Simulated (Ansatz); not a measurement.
The input, for Ansatz 0.2.0:

```yaml
crystal:
  periodic: [false, false, false]
  atoms:
    - {symbol: Ti, position_ang: [0.000000, 0.000000, 0.000000]}
    - {symbol: S, position_ang: [0.000000, 0.000000, 2.066400]}
basis:
  gaussian: {orbitals: def2-TZVPP}
magnetization: {spin_polarized: false}
correlation: {method: ccsdt_q, electrons: outside_noble_gas}
```

```sh
$ ansatz run in.yaml --threads 2 --pin off --events-out ev --progress --plain --max-ram 16896MiB --backend cuda --devices 0, --max-vram 18GiB
```

Log:

```
1285 factors; integrals over basis functions are off by at most 2.1e-7 eV
mean field evaluation 1: about -33893.9700 eV, gradient 4.6e1 eV
mean field evaluation 2: about -33894.0826 eV, gradient 4.6e1 eV
mean field evaluation 4: about -33900.8533 eV, gradient 1.8e1 eV
mean field evaluation 8: about -33902.2875 eV, gradient 1.0e0 eV
mean field evaluation 16: about -33902.3026 eV, gradient 1.4e-6 eV
mean field evaluation 32: about -33878.1684 eV, gradient 4.6e1 eV
mean field evaluation 64: about -33894.3144 eV, gradient 8.1e0 eV
mean field evaluation 96: about -33891.6074 eV, gradient 7.6e0 eV
mean field evaluation 128: about -33902.0610 eV, gradient 7.5e-1 eV
mean field evaluation 160: about -33888.6830 eV, gradient 1.4e1 eV
...
cycle  28  -9.35159533 eV  change    4.1e-6 eV  update   6.8e-6
cycle  29  -9.35159610 eV  change   -7.6e-7 eV  update   5.1e-6
cycle  30  -9.35159029 eV  change    5.8e-6 eV  update   3.4e-6
cycle  31  -9.35158848 eV  change    1.8e-6 eV  update   2.1e-6
cycle  32  -9.35158696 eV  change    1.5e-6 eV  update   1.4e-6
cycle  33  -9.35158537 eV  change    1.6e-6 eV  update   1.1e-6
cycle  34  -9.35158555 eV  change   -1.8e-7 eV  update   7.8e-7
cycle  35  -9.35158507 eV  change    4.8e-7 eV  update   4.6e-7
cycle  36  -9.35158447 eV  change    6.0e-7 eV  update   3.5e-7
cycle  37  -9.35158430 eV  change    1.7e-7 eV  update   2.2e-7
perturbative correction -0.20234960 eV, -0.0074362108 hartree
WARN: the results are in doubt because among natural orbitals full CI differs from the method by +0.084 eV
Total energy: -33911.85651263 eV, -1246.2377405572 hartree
In doubt: among natural orbitals full CI differs from the method by +0.084 eV
```

Ran on 2 threads of AMD EPYC 7R13 with a shared H100 80 GB, shared host: 57 s wall, 1.1 GiB peak host memory.
